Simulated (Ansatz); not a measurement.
**CH₃BSi (SMILES BC#[SiH]): Born-Oppenheimer dynamics**

Aim: follow the atoms for 40 steps of 0.5 fs at constant energy, with velocities drawn for 300 K.

Computed with Ansatz 0.2.0, Gaussian basis. Level: Hartree-Fock/def2-SVP.

1 further run of the same task is left out (it didn't finish).

### 1 The system as given

SMILES `BC#[SiH]`, 6 atoms, charge 0, spin multiplicity 1.

Atoms are counted from 1 here; the program's logs count them from 0.

Bond lengths: B1–C2 1.485 Å, B1–H4 1.175 Å, B1–H5 1.177 Å, C2–Si3 1.698 Å, Si3–H6 1.451 Å. Angles: C2–B1–H4 118.5°, C2–B1–H5 122.3°, H4–B1–H5 119.1°, B1–C2–Si3 149.2°, C2–Si3–H6 165.0°.

Coordinates:

```xyz
6
CH3BSi
B    -0.51162   -0.18128   -1.19268
C    -0.14505   -0.30283    0.24157
Si    0.72257    0.27921    1.57965
H    -1.28761   -0.94239   -1.64020
H    -0.05601    0.64938   -1.89038
H     1.27772    0.49792    2.90205
```

### 2 The run

md/in.yaml reads:

```yaml
crystal:
  periodic: [false, false, false]
  atoms:
    - {symbol: B, position_ang: [-0.511620, -0.181280, -1.192680]}
    - {symbol: C, position_ang: [-0.145050, -0.302830, 0.241570]}
    - {symbol: Si, position_ang: [0.722570, 0.279210, 1.579650]}
    - {symbol: H, position_ang: [-1.287610, -0.942390, -1.640200]}
    - {symbol: H, position_ang: [-0.056010, 0.649380, -1.890380]}
    - {symbol: H, position_ang: [1.277720, 0.497920, 2.902050]}
basis:
  gaussian: {orbitals: def2-SVP}
hamiltonian: {xc: hf}
md: {n_steps: 40, timestep: 0.5, temperature: 300, ensemble: nve, seed: 981, initial_velocities: maxwell_boltzmann}
```

The run is started by

```
$ ansatz run in.yaml --threads 2 --pin off --events-out ev --progress --plain --max-ram 3481MiB
```

What does the calculation give? Wanted: temperature at the start; mean temperature, second half; lowest and highest potential energy, from the first frame; largest change of potential + kinetic.

**Answer**, as computed:

```
                                                 quantity              value
                                                   length  40 steps, 20.0 fs
                                 temperature at the start              300 K
                            mean temperature, second half             1057 K
lowest and highest potential energy, from the first frame    -691 and 29 meV
                    largest change of potential + kinetic            0.7 meV
```

**Reading.** The system runs downhill by 0.69 eV, and that energy turns into motion. With no thermostat the total energy should stay fixed; it holds within 0.7 meV, small beside the kinetic energy, so the time step serves. The instant temperature ranges from 243 to 1634 K, as energy passes between motion and strain. The molecule keeps its bonds.
